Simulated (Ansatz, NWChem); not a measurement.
# OCS (carbonyl sulfide): from total energies to a heat of formation

OCS has 3 atoms, charge 0, and is taken as a singlet. SMILES: `O=C=S`. The shape is that of a PBE0-D4/def2-TZVP optimisation.

```tsv
atom	x (Å)	y (Å)	z (Å)
O	0.9220	0.6844	0.5821
C	0.0967	0.0718	0.0611
S	-1.0187	-0.7562	-0.6432
```

Total energies at PBE/def2-TZVP (NWChem 7.3.0); the atoms run unrestricted:

```
species    state  energy (Eh)
    OCS  singlet  -511.317317
      O  triplet   -75.009672
      C  triplet   -37.795970
      S  triplet  -397.938332
```

Harmonic wavenumbers at PBE0-D4/def2-TZVP, in cm⁻¹: 539, 539, 900, 2156.

Measured heats of formation of the gaseous atoms at 298.15 K, in kJ/mol: O 249.2, C 716.9, S 277.0. Spin-orbit lowering of the atoms at 298 K (mean of the ground term's levels less their thermal mean, from spectra), in kJ/mol: O 0.40, C 0.02, S 1.88. Take 1 Eh = 2625.50 kJ/mol, 1 cm⁻¹ = 0.0119627 kJ/mol, RT = 2.479 kJ/mol.

Question: What heat of formation follows?

Answer: 
1. Electronic atomisation energy: (-75.009672) + (-37.795970) + (-397.938332) − (-511.317317) = 0.573343 Eh = 1505.3 kJ/mol.
2. Zero-point energy: half the sum of the wavenumbers, 2067 cm⁻¹ = 24.7 kJ/mol.
3. Thermal vibrational enthalpy, Σ hcν̃/(exp(hcν̃/kT) − 1): 1.2 kJ/mol. Translation, rotation and pV of a linear molecule: 3.5 RT = 8.7 kJ/mol.
4. The 3 free atoms carry 5/2 RT each: 18.6 kJ/mol.
5. Spin-orbit coupling lowers the free atoms by 0.40 + 0.02 + 1.88 = 2.3 kJ/mol.
6. Atomisation enthalpy at 298 K: 1505.3 − 2.3 − 24.7 − 1.2 − 8.7 + 18.6 = 1487.0 kJ/mol.
7. Sum of the atoms' heats of formation: 1243.1 kJ/mol. Heat of formation: 1243.1 − 1487.0 = -243.9 kJ/mol.

The tabulated value is -138.4 kJ/mol (NIST-JANAF tables), so this level is off by -105.5 kJ/mol, or 7.6 % of the atomisation enthalpy that the table implies (1381.5 kJ/mol). Gradient-corrected functionals often overbind somewhat. Anharmonicity and any spin-orbit splitting of the molecule are left out.
